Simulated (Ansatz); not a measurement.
## Ansatz (development build ahead of 0.2.0) run

```yaml
crystal:
  periodic: [false, false, false]
  atoms:
    - { symbol: C, position_ang: [-0.04795, 1.14952, 0.0] }
    - { symbol: S, position_ang: [-0.04795, -2.47923, 0.0] }
    - { symbol: H, position_ang: [1.28308, -2.63762, 0.0] }
    - { symbol: H, position_ang: [-1.0926, 1.46143, 0.0] }
    - { symbol: H, position_ang: [0.43225, 1.55121, 0.89226] }
    - { symbol: H, position_ang: [0.43225, 1.55121, -0.89226] }
basis:
  gaussian: { orbitals: pcseg-2 }
hamiltonian:
  xc: pbe0
```

The input is written out in the form of the current development build from the run's settings.

Results

- Converged: yes
- Total energy: -438.37191 hartree
- Spin squared of the determinant: 0.000
- Stability test: minimum among restricted orbitals

Caution: charge can spread falsely over distant fragments; an unrestricted determinant lies well below.
